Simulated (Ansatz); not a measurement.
Compare A (`CC(F)S`) with its isomer B (`CSCF`).

Program: Ansatz. Geometries: PBE0-D4/def2-TZVP. ΔE: electronic, gas phase. CCSD(T)/CBS adds triple-zeta CCSD(T) − MP2 to the extrapolated MP2 energy (def2 sets, frozen cores). DFT in def2-TZVPP. B3LYP here is the variant with VWN-RPA as its local correlation; programs differ in this. Each species was taken in one conformer, which may not be the lowest.

Which isomer does CCSD(T)/CBS put lower? Give the gap. (Estimate.)

Computed: A, by 4.6 kcal/mol.

Give E(B) − E(A) in kcal/mol with PBE-D4, B3LYP-D4, B3LYP, CCSD(T)/def2-TZVPP, r2SCAN-D4, ωB97M-V, BLYP-D4. (Estimate.)

Computed: PBE-D4 3.6, B3LYP-D4 3.8, B3LYP 3.7, CCSD(T)/def2-TZVPP 5.0, r2SCAN-D4 4.3, ωB97M-V 4.5, BLYP-D4 3.4. None reverses the order clearly.

Does the order hold for the free energy at 298.15 K (harmonic terms from PBE0-D4)? (An estimate is asked.)

Ansatz gave: Yes: G(B) − G(A) = +5.0 kcal/mol, for one conformer each.

Largest T1 diagnostic: 0.011.

At CCSD(T), def2-SVP lies +3.6 kcal/mol from the extrapolated value and def2-TZVPP +0.5 kcal/mol. Leaving LDA and LC-ωPBE aside and taking each functional with its dispersion term where it has one, the values, not all of them listed here, spread over 1.6 kcal/mol, from revPBE-D4 to B97M-V. LDA lies +2.0 kcal/mol from PBE without D4.
